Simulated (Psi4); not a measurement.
OSi, charge +1, doublet, geometry from GFN2-xTB of the parent state (a state made from the parent by changing its charge; the spin is typed, not shown lowest); Psi4 with MP2/def2-SV(P).

The Psi4 input:
```
memory 2 GB

molecule mol {
1 2
Si   -0.000000   -0.000000   -0.548583
O     0.000000    0.000000    0.960020
}

set {
  basis def2-sv(p)
  reference uhf
}

energy('mp2')
print_variables()
```

Output, abridged:

```
    SCF Algorithm Type (re)set to DF.

   => Loading Basis Set <=

    Name: DEF2-SV(P)
    Role: ORBITAL
    Keyword: BASIS

         ---------------------------------------------------------
                                   SCF
               by Justin Turney, Rob Parrish, Andy Simmonett
                          and Daniel G. A. Smith
                              UHF Reference
         ---------------------------------------------------------

  ==> Geometry <==

    Molecular point group: c2v
    Full point group: C_inf_v

    Geometry (in Angstrom), charge = 1, multiplicity = 2:

       Center              X                  Y                   Z               Mass
    ------------   -----------------  -----------------  -----------------  -----------------
         SI           0.000000000000     0.000000000000    -0.548759741381    27.976926534650
         O            0.000000000000     0.000000000000     0.959843258619    15.994914619570

  Running in c2v symmetry.

  Rotational constants: A = ************  B =      0.72785  C =      0.72785 [cm^-1]
  Rotational constants: A = ************  B =  21820.26332  C =  21820.26332 [MHz]
  Nuclear repulsion =   39.286576783315425

  Charge       = 1
  Multiplicity = 2
  Electrons    = 21
  Nalpha       = 11
  Nbeta        = 10

  ==> Algorithm <==

  SCF Algorithm Type is DF.
  DIIS enabled.
  MOM disabled.
  Fractional occupation disabled.
  Guess Type is SAD.
  Energy threshold   = 1.00e-08
  Density threshold  = 1.00e-08
  Integral threshold = 1.00e-12

  ==> Primary Basis <==

  Basis Set: DEF2-SV(P)
    Blend: DEF2-SV(P)
    Number of shells: 14
    Number of basis functions: 32
    Number of Cartesian functions: 34
    Spherical Harmonics?: true
    Max angular momentum: 2

   => Loading Basis Set <=

    Name: (DEF2-SV(P) AUX)
    Role: JKFIT
    Keyword: DF_BASIS_SCF

  ==> Integral Setup <==

  SCF_SUBTYPE=INCORE selected. In-core MEM_DF algorithm will be used.
  Using in-core AOs.

  ==> MemDFJK: Density-Fitted J/K Matrices <==

    J tasked:                   Yes
    K tasked:                   Yes
    wK tasked:                   No
    Algorithm:                 Core
    Schwarz Cutoff:           1E-12
    Mask sparsity (%):       0.1953
    Fitting Condition:        1E-10

   => Auxiliary Basis Set <=

  Basis Set: (DEF2-SV(P) AUX)
    Blend: DEF2-UNIVERSAL-JKFIT
    Number of shells: 63
    Number of basis functions: 205
    Number of Cartesian functions: 248
    Spherical Harmonics?: true
    Max angular momentum: 4

  Minimum eigenvalue in the overlap matrix is 2.6521118121E-02.
  Reciprocal condition number of the overlap matrix is 8.3314068180E-03.
    Using symmetric orthogonalization.

  ==> Pre-Iterations <==

  SCF Guess: Superposition of Atomic Densities via on-the-fly atomic UHF (no occupation information).

   -------------------------
    Irrep   Nso     Nmo
   -------------------------
     A1        16      16
     A2         2       2
     B1         7       7
     B2         7       7
   -------------------------
    Total      32      32
   -------------------------

  ==> Iterations <==

                           Total Energy        Delta E     RMS |[F,P]|

   @DF-UHF iter SAD:  -362.70599158774769   -3.62706e+02   0.00000e+00
   @DF-UHF iter   1:  -363.03155455168701   -3.25563e-01   3.04463e-02 DIIS/ADIIS
   @DF-UHF iter   2:  -362.88921863267927    1.42336e-01   4.64160e-02 DIIS/ADIIS
   @DF-UHF iter   3:  -363.22645524072374   -3.37237e-01   3.06708e-03 DIIS/ADIIS
   @DF-UHF iter   4:  -363.23082497105503   -4.36973e-03   1.60741e-03 DIIS/ADIIS
   @DF-UHF iter   5:  -363.23331113901713   -2.48617e-03   1.17282e-03 DIIS/ADIIS
   @DF-UHF iter   6:  -363.23574063837947   -2.42950e-03   1.16790e-03 DIIS/ADIIS
   @DF-UHF iter   7:  -363.23665429851434   -9.13660e-04   1.18214e-03 DIIS/ADIIS
   @DF-UHF iter   8:  -363.22462534858386    1.20289e-02   2.70296e-03 DIIS/ADIIS
[...]
   @DF-UHF iter  71:  -363.22599033383921   -6.53074e-03   3.14059e-03 DIIS/ADIIS
   @DF-UHF iter  72:  -363.21759231536731    8.39802e-03   1.95234e-03 DIIS/ADIIS
   @DF-UHF iter  73:  -363.21773365419017   -1.41339e-04   1.99014e-03 DIIS/ADIIS
   @DF-UHF iter  74:  -363.22014722197446   -2.41357e-03   1.87797e-03 DIIS/ADIIS
   @DF-UHF iter  75:  -363.22479835490060   -4.65113e-03   2.34200e-03 DIIS/ADIIS
   @DF-UHF iter  76:  -363.22418976036374    6.08595e-04   2.15975e-03 DIIS/ADIIS
   @DF-UHF iter  77:  -363.22266200588291    1.52775e-03   1.91333e-03 DIIS/ADIIS
   @DF-UHF iter  78:  -363.22370323277590   -1.04123e-03   2.10385e-03 DIIS/ADIIS
   @DF-UHF iter  79:  -363.22263415480899    1.06908e-03   1.93255e-03 DIIS/ADIIS
   @DF-UHF iter  80:  -363.22252663887178    1.07516e-04   1.95688e-03 DIIS/ADIIS
   @DF-UHF iter  81:  -363.22478163700453   -2.25500e-03   2.42560e-03 DIIS/ADIIS
   @DF-UHF iter  82:  -363.22357014348410    1.21149e-03   2.06975e-03 DIIS/ADIIS
   @DF-UHF iter  83:  -363.22290423935885    6.65904e-04   1.91981e-03 DIIS/ADIIS
   @DF-UHF iter  84:  -363.22817445066886   -5.27021e-03   4.58484e-03 DIIS/ADIIS
   @DF-UHF iter  85:  -363.22206797830614    6.10647e-03   1.79927e-03 DIIS/ADIIS
   @DF-UHF iter  86:  -363.21387029648616    8.19768e-03   2.06760e-03 DIIS/ADIIS
   @DF-UHF iter  87:  -363.22320375240713   -9.33346e-03   1.73215e-03 DIIS/ADIIS
   @DF-UHF iter  88:  -363.22335710924102   -1.53357e-04   1.81443e-03 DIIS/ADIIS
   @DF-UHF iter  89:  -363.22147561666623    1.88149e-03   1.59012e-03 DIIS/ADIIS
   @DF-UHF iter  90:  -363.22378221635296   -2.30660e-03   1.79305e-03 DIIS/ADIIS
   @DF-UHF iter  91:  -363.22036197584271    3.42024e-03   1.61908e-03 DIIS/ADIIS
   @DF-UHF iter  92:  -363.22933219807828   -8.97022e-03   4.22839e-03 DIIS/ADIIS
   @DF-UHF iter  93:  -363.22864479514209    6.87403e-04   4.86302e-03 DIIS/ADIIS
   @DF-UHF iter  94:  -363.22829683868241    3.47956e-04   4.08948e-03 DIIS/ADIIS
   @DF-UHF iter  95:  -363.22269099763849    5.60584e-03   2.09774e-03 DIIS/ADIIS
   @DF-UHF iter  96:  -363.22295525789275   -2.64260e-04   2.30579e-03 DIIS/ADIIS
   @DF-UHF iter  97:  -363.22474632122356   -1.79106e-03   2.86670e-03 DIIS/ADIIS
   @DF-UHF iter  98:  -363.22112939431867    3.61693e-03   2.17375e-03 DIIS/ADIIS
   @DF-UHF iter  99:  -363.22261576481327   -1.48637e-03   2.40472e-03 DIIS/ADIIS
   @DF-UHF iter 100:  -363.22268123296016   -6.54681e-05   2.37734e-03 DIIS/ADIIS

PsiException: Could not converge SCF iterations in 100 iterations.

  Failed to converge.

Traceback (most recent call last):
  File "psi4", line 375, in <module>
  File "<string>", line 23, in <module>
  File "site-packages/psi4/driver/driver.py", line 533, in energy
  File "site-packages/psi4/driver/procrouting/proc.py", line 167, in select_mp2
  File "site-packages/psi4/driver/procrouting/proc.py", line 4366, in run_dfmp2
  File "site-packages/psi4/driver/procrouting/proc.py", line 2047, in scf_helper
  File "site-packages/psi4/driver/procrouting/scf_proc/scf_iterator.py", line 93, in scf_compute_energy
  File "site-packages/psi4/driver/procrouting/scf_proc/scf_iterator.py", line 86, in scf_compute_energy
  File "site-packages/psi4/driver/procrouting/scf_proc/scf_iterator.py", line 609, in scf_iterate

psi4.driver.p4util.exceptions.SCFConvergenceError: Could not converge SCF iterations in 100 iterations.

Printing out the relevant lines from the Psithon --> Python processed input file:
    O     0.000000    0.000000    0.960020
    ""","mol")
    core.IO.set_default_namespace("mol")
    core.set_global_option("BASIS", "def2-sv(p)")
    core.set_global_option("REFERENCE", "uhf")
--> energy('mp2')
    print_variables()

!-------------------------------------------------------!
!                                                       !
!  Could not converge SCF iterations in 100 iterations. !
!                                                       !
!-------------------------------------------------------!
```

Convergence was not reached.
